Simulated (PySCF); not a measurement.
# H3O+ (oxonium) at B3LYP/6-31G

What is the vertical ionisation energy of H3O+ (oxonium) at B3LYP/6-31G? 

The calculation is run with PySCF 2.14.0.

5 further runs of the same task are left out: 5 set aside as unsound or not needed.

**1. The structure to begin with**

H3O+: 4 atoms, total charge +1, spin state singlet. As SMILES, `[OH3+]`. The shape is that of a PBE0-D4/def2-TZVP optimisation.

Bond lengths: O1–H2 0.978 Å, O1–H3 0.978 Å, O1–H4 0.978 Å. Angles: H2–O1–H3 113.0°, H2–O1–H4 113.0°, H3–O1–H4 113.0°.

**2. The energy at B3LYP/6-31G**

Input file calc.py:

```python
from pyscf import gto, dft

mol = gto.M(
    atom=[
    ('O', (0.181970, -0.056700, -0.052760)),
    ('H', (0.219060, 0.918440, 0.015140)),
    ('H', (-0.408890, -0.368290, -0.767380)),
    ('H', (0.007860, -0.493450, 0.805020)),
],
    spin=0,
    basis='6-31g',
    charge=1,
    verbose=3,
    max_memory=1860,
)

mf = dft.RKS(mol)
mf.xc = 'b3lyp'
mf.grids.level = 5
mf.conv_tol = 1e-10
mf.kernel()
if not mf.converged:
    mf = mf.newton().run(mf.mo_coeff, mf.mo_occ)

etot = mf.e_tot
print('E(%s) = %.9f' % ('B3LYP', etot))
```

Launch:

```sh
OMP_NUM_THREADS=1 python calc.py
```

Log:

```text
converged SCF energy = -76.6722469749764
E(B3LYP) = -76.672246975
```

It took 1.1 s on 1 thread of Intel Xeon 6975P-C (Granite Rapids), shared host; peak memory 0.16 GiB.

**3. Doublet [H3O]2+ at the same level**

Input file input.py:

```python
from pyscf import gto, dft

mol = gto.M(
    atom='''
O      0.181970    -0.056700    -0.052760
H      0.219060     0.918440     0.015140
H     -0.408890    -0.368290    -0.767380
H      0.007860    -0.493450     0.805020
''',
    verbose=3,
    max_memory=1860,
    basis='6-31g',
    charge=2,
    spin=1,
)

calc0 = dft.UKS(mol)
calc0.xc = 'b3lyp'
calc0.conv_tol = 1e-10
calc0.grids.level = 5
calc0.kernel()
if not calc0.converged:
    calc0 = calc0.newton().run(calc0.mo_coeff, calc0.mo_occ)

energy = calc0.e_tot
print(f'total energy: {energy:.8f} hartree')
```

Launch:

```sh
OMP_NUM_THREADS=1 python input.py
```

Log:

```text
converged SCF energy = -75.7651693968403  <S^2> = 0.75188588  2S+1 = 2.001885
total energy: -75.76516940 hartree
```

It took 1.7 s on 1 thread of Intel Xeon 6975P-C (Granite Rapids), shared host; peak memory 0.18 GiB.

**4. Outcome**

At B3LYP/6-31G:

```
                                            quantity         value
                          singlet H3O+: total energy  -76.67225 Eh
                           singlet H3O+: HOMO energy     -19.98 eV
                           singlet H3O+: LUMO energy      -7.36 eV
                         singlet H3O+: HOMO–LUMO gap      12.62 eV
                       doublet [H3O]2+: total energy  -75.76517 Eh
 doublet [H3O]2+: HOMO energy (highest over α and β)     -36.84 eV
  doublet [H3O]2+: LUMO energy (lowest over α and β)     -29.26 eV
                               doublet [H3O]2+: ⟨S²⟩         0.752
vertical ionisation energy (to the doublet dication)     24.683 eV
```

In words: Removing an electron at fixed nuclei costs 24.68 eV (2382 kJ/mol). The negative HOMO energy of the first species, 19.98 eV, lies 4.71 eV below that difference. Mulliken charges (singlet H3O+) run from -0.59 on O1 to +0.53 on H2; they depend strongly on the basis. Mulliken charges (doublet [H3O]2+) run from +0.01 on O1 to +0.66 on H2; they depend strongly on the basis.
